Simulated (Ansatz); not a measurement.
bcc Cs was calculated with PBE-D3(BJ) (plane waves, PAW; Ansatz, a first-principles code).

Input:

Ansatz 0.2 input:
```yaml
crystal:
  lattice:
    - [-2.9788876597, 2.9788876597, 2.9788876597]
    - [2.9788876597, -2.9788876597, 2.9788876597]
    - [2.9788876597, 2.9788876597, -2.9788876597]
  atoms:
    - { symbol: Cs, position: [0.0, 0.0, 0.0] }
basis:
  ecutwfc: 520
  ecutrho_ratio: 4
  xc_grid: 2
kpoints:
  mp_grid: { grid: [14, 14, 14] }
hamiltonian:
  xc: pbe
  dispersion: d3bj
  pseudopotentials: { kind: paw }
scf:
  occupations: { method: fermi_dirac, width: 0.05 }
  convergence: { dr2_threshold: 0.0000000001 }
output:
  forces: false
  stress: true
  eigenvalues: true
```

Output (set-up and result lines):

```
Crystal: 1 atoms, lattice volume = 105.736 Å³
Basis set: ecut = 520 eV, 2899 PW (Γ), exchange–correlation on 80×80×80 points (8 copies of the dense FFT grid, shifted against one another)
Bands: 9, of which v1, the nominal top of the filled ones, is band 5 counted from 1 (4 counted from 0)
Symmetry: 48 space group operations
Space group: Im-3m (ITA 229), of the structure as read, at distance tolerance 4.7e-5 Å
k-points: 104 of 2744
Functional: x = pbe(κ = 0.804, μ = 0.2195149727645171), c = pbe(β = 0.06672455060314922)
SCF iter   1: F=—  HF=-5670.857422 eV  |F-HF|=—  |Δ(HF+E_count)|=         —  Δρ=1.84e-4  dr2=2.39e-5
SCF iter   2: F=—  HF=-5670.857743 eV  |F-HF|=—  |Δ(HF+E_count)|=   3.21e-4  Δρ=1.12e-4  dr2=2.23e-5
  ...
SCF iter   6: F=—  HF=-5670.857749 eV  |F-HF|=—  |Δ(HF+E_count)|=   4.41e-8  Δρ=2.56e-6  dr2=6.38e-9
SCF iter   7: F=-5670.857749 eV  HF=-5670.857749 eV  |F-HF|=6.82e-11  |Δ(HF+E_count)|=   5.47e-9  Δρ=1.44e-7  dr2=3.63e-11
SCF 1 converged in 7 iterations: F = -5670.857749 eV  dr2 = 3.63e-11
SCF converged after 7 iterations
Free energy (F): -5670.857749 eV
Internal energy: -5670.845894 eV  (E = F + TS)
E sigma→0 (E₀):  -5670.851822 eV
Fermi energy:    2.603668 eV
--- Stress (GPa, compression-positive) ---
        0.094533       0.000000       0.000000
       -0.000000       0.094533       0.000000
        0.000000      -0.000000       0.094533
  P = ⅓ Tr σ = 0.0945 GPa (0.945 kbar)
```
